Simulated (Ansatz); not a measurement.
Reaction: C2H5 (SMILES [CH2]C, doublet) → C2H5- (SMILES [CH2-]C) (an electron is taken up)
Each species at its own B3LYP-D3(BJ)/def2-TZVP minimum (Ansatz, an electronic-structure program).

Total energies in hartree (Ansatz). Open shells are spin-unrestricted; no spin-orbit coupling. Correlated methods leave the cores frozen. No relativity.

```tsv
species	HF/aug-cc-pVTZ	CCSD(T)/aug-cc-pVTZ	HF/aug-cc-pVQZ	CCSD(T)/aug-cc-pVQZ	CCSD(T)/aug-cc-pVDZ	CCSDT(Q)/aug-cc-pVDZ
1: C2H5 (SMILES [CH2]C, doublet)	-78.62850	-79.00792	-78.63325	-79.02759	-78.93062	-78.93179
2: C2H5- (SMILES [CH2-]C)	-78.56242	-78.99692	-78.56717	-79.01725	-78.91765	-78.91909
```

Q: Work out the adiabatic electron affinity (electronic), positive where energy is released in eV: take Hartree-Fock from aug-cc-pVQZ, extrapolate the CCSD(T) correlation energy as X^-3 (X = 3, 4), and add CCSDT(Q) - CCSD(T) in aug-cc-pVDZ. 1 hartree = 27.211 eV.

A: 
Species 1: correlation (64·(-0.39434) - 27·(-0.37942))/37 = -0.40523; step -0.00117; E1 = -78.63325 + (-0.40523) + (-0.00117) = -79.03965
Species 2: correlation (64·(-0.45008) - 27·(-0.43450))/37 = -0.46145; step -0.00144; E2 = -78.56717 + (-0.46145) + (-0.00144) = -79.03006
+1·E1 -1·E2 = -0.00959 hartree = -0.26 eV.
